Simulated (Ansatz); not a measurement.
## One arrangement of a pair

The pair of HF (SMILES F, atoms 1–2) and HCl (SMILES Cl, atoms 3–4), both closed shells, in one local arrangement (a lower one may exist), relaxed at PBE0-D4/def2-TZVP:

F1  (0.483, 0.091, -1.143)
H2  (-0.261, 0.122, -1.687)
Cl3  (-0.365, -0.154, 2.004)
H4  (0.143, -0.059, 0.826)
(Å)

Program: Ansatz 0.2.0. Basis: def2-TZVPPD, with def2-QZVPPD for the basis limit. Cores are frozen in the correlated methods. B3LYP uses VWN-RPA correlation. Extrapolation: Hartree–Fock as exp(−7.88 √X), correlation as X^−2.97. Interaction energies count from these two fragments, frozen as in the pair, with the counterpoise correction; negative means bound.

Q: What is the interaction energy by CCSD(T) at an estimated basis limit (MP2 extrapolated from triple and quadruple zeta, plus CCSD(T) − MP2 in triple zeta)? (Judge from chemistry; the value comes from the calculation.)

A: By the calculation: -2.65 kcal/mol. Hartree–Fock alone gives -1.56 kcal/mol at the basis limit. It counts from the two fragments frozen as in the pair.

The same quantity by other methods in triple zeta, and each one's difference from that estimate:
| method | E_int (kcal/mol) | difference |
| --- | --- | --- |
| PBE-D4 | -3.02 | -0.37 |
| revPBE-D4 | -2.24 | 0.42 |
| BLYP-D4 | -2.50 | 0.15 |
| r2SCAN-D4 | -3.05 | -0.40 |
| B97M-V | -3.02 | -0.37 |
| PBE0-D4 | -2.93 | -0.27 |
| B3LYP-D4 | -2.73 | -0.08 |
| HSE06-D4 | -2.94 | -0.28 |
| wB97X-V | -2.76 | -0.10 |
| wB97M-V | -2.70 | -0.05 |
| B2PLYP | -2.43 | 0.22 |
| HF | -1.55 | 1.10 |
| MP2 | -2.46 | 0.19 |
| CCSD | -2.14 | 0.51 |
| CCSD(T) | -2.31 | 0.34 |
Differences are method less estimate.

Q: Which atoms make the shortest contact between the fragments?

A: F1 and H4, 2.00 Å apart.

Basis-set superposition shift (counterpoise-corrected less uncorrected): CCSD(T) 0.45; MP2 0.43; HF 0.04; PBE0-D4 0.07; wB97M-V 0.05 kcal/mol.

The T1 diagnostic stays at or below 0.011.

For scale, one of the runs: CCSD(T)/def2-TZVPPD, 125 basis functions, launched by `ansatz run in.yaml --threads 2 --pin off --events-out ev --progress --plain --max-ram 5222MiB`. Hardware: 2 CPU threads, shared host. Wall time about 5.5 s.
